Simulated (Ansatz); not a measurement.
The same path of CH$_{6}$Al$_{2}$ (9 atoms, charge 0, multiplicity 1) was run twice with different band settings. The coordinate that changes most is the dihedral Al1–C2–Al3–H8.

All numbers below come from Ansatz, RKS PBE0-D4/def2-mTZVP.

Relaxed end points:

```xyz
9
Properties=species:S:1:pos:R:3
Al -0.769 0.901 -1.195
C 0.685 0.065 -0.220
Al 0.254 -0.967 1.365
H -1.528 0.099 -2.342
H -1.236 2.377 -0.826
H 1.200 -0.608 -0.917
H 1.370 0.865 0.087
H -0.048 -2.526 1.246
H 0.161 -0.252 2.784
```

```xyz
9
Properties=species:S:1:pos:R:3
Al -0.768 0.913 -1.187
C 0.683 0.050 -0.230
Al 0.253 -0.967 1.365
H -1.546 0.129 -2.334
H -1.211 2.393 -0.803
H 1.172 -0.636 -0.933
H 1.390 0.836 0.064
H 0.226 -0.252 2.787
H -0.111 -2.513 1.253
```

Common settings: movable images 5; climbing image yes; optimiser quadratic models (default); start path IDPP; force threshold 0.05 eV/Å; iteration limit 60; end points relaxed.

| run | spring |
| --- | --- |
| 1 | 5.0 eV/Å² |
| 2 | 0.5 eV/Å² |

(1) What does each run give, and how far can it be trusted?

Answers

(1) Run 1: converged after 7 iterations, highest image 0.056 eV above the first end. A vibrational analysis at the climbing image gives one clearly imaginary mode, 93i cm⁻¹: a first-order saddle point.
Run 2: converged after 7 iterations, highest image 0.056 eV above the first end. Another band between the same ends (5 images) ends at a top of the same energy, where a vibrational analysis finds 1 clearly imaginary mode.
